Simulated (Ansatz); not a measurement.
System: pyrite RuS₂. Method: r²SCAN+rVV10 (PAW; Ansatz, a first-principles code).

Numerical settings: plane-wave cutoff 560 eV, 6×6×6 k mesh, Fermi–Dirac smearing 0.01 eV, no spin polarisation, scalar-relativistic PAW data made under PBE.

The cell is scaled about its equilibrium volume:

Shape and atoms are relaxed at each volume.

| V (Å³/atom) | P (GPa) | direct gap at Γ (eV) | smallest gap on the k mesh (eV) |
|---|---|---|---|
| 14.178 | 8.52 | 1.133 | 0.854 |
| 14.473 | 4.01 | 1.129 | 0.863 |
| 14.768 | 0.00 | 1.124 | 0.869 |
| 15.064 | -3.57 | 1.118 | 0.874 |
| 15.359 | -6.73 | 1.114 | 0.880 |

The fundamental gap (0.86 eV at the equilibrium volume, with added k points) lies elsewhere than Γ–Γ.

Note: the bulk modulus comes from volumes at which shape and atoms were relaxed.

Spin–orbit coupling is not included.
